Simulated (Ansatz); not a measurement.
# BeN+ (quintet): wave-function methods side by side, def2-QZVPP

An exercise on one series of results from a longer session: the logs are not shown, and one member is left open.

Computed with Ansatz 0.2.0, Gaussian basis. Level: def2-QZVPP, core rule «outside noble gas», up to 2 orbitals frozen.

The runs, in order: UHF; ROHF; CCSD(T) on UHF.

## What is computed

The geometry is a PBE0/def2-TZVP stationary point (not a proven minimum) of the parent state, kept for this charge and spin.

2 atoms, charge 1, spin multiplicity 5.

Atoms are counted from 1 here; the program's logs count them from 0.

Bond lengths: N1–Be2 1.605 Å.

As a file:

```xyz
2
BeN
N     0.00000    0.00000    0.00000
Be    0.00000    0.00000    1.60470
```

Set-up of the first run:

File in.yaml:

```yaml
crystal:
  periodic: [false, false, false]
  atoms:
    - {symbol: N, position_ang: [0.000000, 0.000000, 0.000000]}
    - {symbol: Be, position_ang: [0.000000, 0.000000, 1.604700]}
basis:
  gaussian: {orbitals: "def2-QZVPP.json"}
total_charge: 1
magnetization: {spin_polarized: true, initial_magnetization: 4}
hamiltonian: {xc: hf}
output: {orbitals: {seedname: orbitals}}
```

Run with:

```console
$ ansatz run in.yaml --threads 1 --pin off --events-out ev --progress --plain --max-ram 2393MiB
```

Steps of the session up to this table: UHF; ROHF; CCSD(T) on UHF.

One table of the session follows, with a row left open; its other results are not shown here.

| method | from UCCSD(T) (meV) |
| --- | --- |
| ROHF | +3391.6 |
| UHF | +3313.1 |
| UMP2 | ? |
| UCCSD | +82.8 |
| UCCSD(T) | 0 |

Q: Estimate the row for UMP2 from the others.

The run gave: from UCCSD(T) (meV): +507.9. In the column «from UCCSD(T) (meV)» it lies between UCCSD (+82.8) and UHF (+3313.1).
